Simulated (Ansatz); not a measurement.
One geometry of BH5S (`[BH3-][SH2+]`), several functionals.

```yaml
crystal:
  periodic: [false, false, false]
  atoms:
    - {symbol: B, position_ang: [-0.525616, -0.461458, -0.504290]}
    - {symbol: S, position_ang: [0.568563, 0.977619, 0.290913]}
    - {symbol: H, position_ang: [-1.623249, 0.036381, -0.431546]}
    - {symbol: H, position_ang: [-0.344440, -1.447629, 0.159704]}
    - {symbol: H, position_ang: [-0.075431, -0.482144, -1.624494]}
    - {symbol: H, position_ang: [0.286010, 0.903810, 1.604918]}
    - {symbol: H, position_ang: [1.775363, 0.405521, 0.458896]}
basis:
  gaussian: {orbitals: def2-TZVPP}
hamiltonian: {xc: {name: B97M-V}}
output: {orbitals: {seedname: orbitals}}
```

```sh
$ ansatz run in.yaml --threads 2 --pin off --events-out ev --progress --plain
```

Output, abridged:

```
Functional definition: B97M-V
748 factors; their error is unknown
mean field evaluation 1: about -11586.5458 eV, gradient 3.4e1 eV
mean field evaluation 2: about -11583.6036 eV, gradient 4.3e1 eV
mean field evaluation 4: about -11590.6263 eV, gradient 1.6e0 eV
mean field evaluation 8: about -11590.6371 eV, gradient 3.2e-2 eV
mean field evaluation 16: about -11590.6273 eV, gradient 6.3e-5 eV
mean field -11590.62727990 eV, -425.9476961272 hartree, gradient 1.7e-5 eV, S^2 0.000000; 0 other end points of the search recorded, 0 dependent functions left out
reference -11590.62733695 eV, -425.9476982235 hartree; 13, 13 occupied and 130, 130 virtual orbitals, 748 factors
Total energy: -11590.62733695 eV, -425.9476982235 hartree
```

Run time 4.6 s (2 threads of a server CPU on a shared host); peak host memory 0.18 GiB.

Changing it to `hamiltonian: {xc: pbe, dispersion: d4}` and forces (abridged; 1.3 s):

```
Functional definition: PBE
mean field evaluation 16: about -11587.0006 eV, gradient 2.1e-5 eV
mean field -11587.00056914 eV, -425.8144169647 hartree, gradient 2.1e-5 eV, S^2 0.000000
Total energy: -11587.08802688 eV, -425.8176309774 hartree
Atom 0 force     0.057289     0.020388     0.065498 eV/Å
Atom 1 force    -0.225343     0.163736    -0.363459 eV/Å
Atom 2 force    -0.101540     0.051946    -0.003153 eV/Å
Atom 3 force     0.002712    -0.096556     0.045043 eV/Å
Atom 4 force     0.035328     0.006359    -0.107429 eV/Å
Atom 5 force    -0.017551    -0.028139     0.284294 eV/Å
Atom 6 force     0.249106    -0.117734     0.079207 eV/Å
Dipole moment:     0.495995     0.386994     0.475919 e Å
```

With the line `hamiltonian: {xc: r2scan, dispersion: d4}` and forces (abridged; 2.6 s):

```
Functional definition: r2SCAN
mean field evaluation 16: about -11591.8190 eV, gradient 1.1e-5 eV
mean field -11591.81900608 eV, -425.9914912564 hartree, gradient 1.2e-5 eV, S^2 0.000000
Total energy: -11591.83898617 eV, -425.9922255112 hartree
Atom 0 force    -0.036924    -0.062739    -0.020521 eV/Å
Atom 1 force    -0.008172     0.060961    -0.036620 eV/Å
Atom 2 force     0.041058    -0.019876    -0.009440 eV/Å
Atom 3 force    -0.013370     0.038046    -0.034398 eV/Å
Atom 4 force    -0.023074     0.001892     0.041258 eV/Å
Atom 5 force     0.021357    -0.009325     0.028956 eV/Å
Atom 6 force     0.019124    -0.008959     0.030765 eV/Å
Dipole moment:     0.504132     0.389187     0.485528 e Å
```

Changing it to `hamiltonian: {xc: {name: r2SCAN0}, dispersion: d4}` (abridged; 2.2 s):

```
Functional definition: r2SCAN0
mean field -11591.69337123 eV, -425.9868742607 hartree, gradient 5.8e-5 eV, S^2 0.000000
Total energy: -11591.71664711 eV, -425.9877296335 hartree
```

The same input with `hamiltonian: {xc: {name: B2PLYP}}` (abridged; 2 s):

```
Functional definition: B2PLYP
mean field evaluation 16: about -11585.7706 eV, gradient 9.9e-6 eV
mean field -11585.77058795 eV, -425.7692159896 hartree, gradient 1.7e-6 eV, S^2 0.000000
6 core orbitals not correlated: weight in the atoms' cores, before any rotation towards them, 1.000 or more for the frozen orbitals, at most 0.000 for the correlated occupied ones
second order -10.90274493 eV of doubles, -0.00000000 eV of singles
Total energy: -11588.71447256 eV, -425.8774017539 hartree
```

Changing it to `hamiltonian: {xc: {name: wB97M-V}}` and forces (abridged; 4.8 s):

```
Functional definition: wB97M-V
mean field -11591.58774918 eV, -425.9829927221 hartree, gradient 4.5e-5 eV, S^2 0.000000
Total energy: -11591.58779554 eV, -425.9829944257 hartree
Atom 0 force    -0.172457    -0.204746    -0.134563 eV/Å
Atom 1 force     0.223439     0.120772     0.238077 eV/Å
Atom 2 force     0.123130    -0.068342    -0.004597 eV/Å
Atom 3 force    -0.021550     0.117530    -0.079628 eV/Å
Atom 4 force    -0.051824    -0.009415     0.131537 eV/Å
Atom 5 force     0.019259    -0.001006    -0.129009 eV/Å
Atom 6 force    -0.119997     0.045208    -0.021818 eV/Å
Dipole moment:     0.513350     0.406579     0.489907 e Å
```
